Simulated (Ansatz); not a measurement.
A nudged elastic band was laid between two geometries of CH6Si (8 atoms, charge 0, multiplicity 1).

Method: Ansatz 0.2.0, RKS PBE0-D4/6-31G*.

- movable images: 6
- climbing image: no
- spring: 5.0 eV/Å²
- optimiser: quadratic models (default)
- start path: through a guess of the saddle point
- force threshold: 0.05 eV/Å
- iteration limit: 60
- end points: relaxed

Image 0:

```xyz
8
Properties=species:S:1:pos:R:3
Si 0.380 0.011 0.051
C 0.873 -0.012 1.866
H -0.006 -0.126 2.509
H 1.554 -0.844 2.075
H 1.379 0.917 2.146
H 1.579 0.162 -0.823
H -0.545 1.146 -0.234
H -0.312 -1.255 -0.328
```

Image 7:

```xyz
8
Properties=species:S:1:pos:R:3
Si 0.151 0.016 -0.914
C 1.211 0.014 1.762
H 0.155 -0.178 1.951
H 1.821 -0.793 2.172
H 1.503 0.979 2.179
H 1.451 0.052 0.672
H -0.745 1.053 -0.241
H -0.645 -1.143 -0.319
```

(1) What changes between the two ends?

(2) What energy profile does the band end with?

(3) What is the geometry of the highest image?

Answers

(1) Bonds broken: Si1–C2, Si1–H6. Bonds formed: C2–H6. CH6Si becomes CH4 + H2Si.

(2) It converged. The highest image is number 4 of 0 to 7, 291.2 kJ/mol above the first end and 74.3 kJ/mol above the last; the last end lies 216.9 kJ/mol above the first. Neighbouring images differ by up to 1.3 eV, so the band resolves the path poorly. No image climbed, so the highest image needn't sit at the top of the path. The orbitals stay closed-shell, which can raise the energy where a bond breaks towards radicals; this wasn't checked here.

```csv
image,path coordinate (Å),energy (kJ/mol),Si1–C2 (Å),Si1–H6 (Å),C2–H6 (Å)
0,0.00,0.0,1.88,1.49,2.79
1,0.38,5.7,1.87,1.49,2.63
2,0.76,53.0,1.86,1.47,2.30
3,1.14,174.2,1.96,1.45,1.95
4,1.53,291.2,2.19,1.48,1.63
5,1.91,270.1,2.37,1.62,1.29
6,2.29,221.4,2.66,1.87,1.13
7,2.67,216.9,2.88,2.05,1.12
```

(3) 
```xyz
8
Properties=species:S:1:pos:R:3:forces:R:3
Si 0.272 0.014 -0.387 0.10 -0.02 0.78
C 0.977 -0.004 1.681 -0.32 -0.03 0.13
H 0.050 -0.278 2.168 -0.14 0.01 0.44
H 1.759 -0.725 1.946 -0.15 0.02 -0.15
H 1.296 1.002 1.961 -0.10 -0.02 -0.02
H 1.641 0.000 0.187 0.47 0.04 -0.92
H -0.557 1.209 -0.098 0.06 0.10 -0.13
H -0.535 -1.218 -0.197 0.08 -0.09 -0.13
```

Time of the run: 60 s on 1 thread of Arm Neoverse V1, with other jobs on the host, peak memory 0.097 GiB.
